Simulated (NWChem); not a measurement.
# Correlation energy of O$_{2}$ (-1)

```
O
O 1 1.3211
```
Charge -1, spin multiplicity 2.

Everything below was run with NWChem. Structure: optimised with UPBE0/def2-SVP, a minimum by its harmonic frequencies.

Basis set: aug-cc-pVTZ. Each correlation energy counts from its own Hartree-Fock reference.

| method | correlation energy (mHa) |
|---|---|
| UMP2 | -482.8 |
| SCS-UMP2 | -467.4 |
| CCSD on ROHF | -495.5 |
| CCSD[T] on ROHF | -519.4 |
| CCSD(T) on ROHF | -518.5 |

The values span 52.0 mHa, from CCSD[T] on ROHF (lowest) to SCS-UMP2 (highest). 

The correlated methods keep 2 core orbitals frozen. The structure started from a generated list of species. The unpaired electrons of the parent sit in orbitals of symmetry b3g (D2h labels of the run); other states weren't searched. The anion's geometry comes from a basis without diffuse functions. The stability of the SCF solutions was not checked. Open-shell Hartree-Fock references start from PBE0 orbitals. No row is a measurement; the coupled-cluster row has its own basis-set and correlation limits.
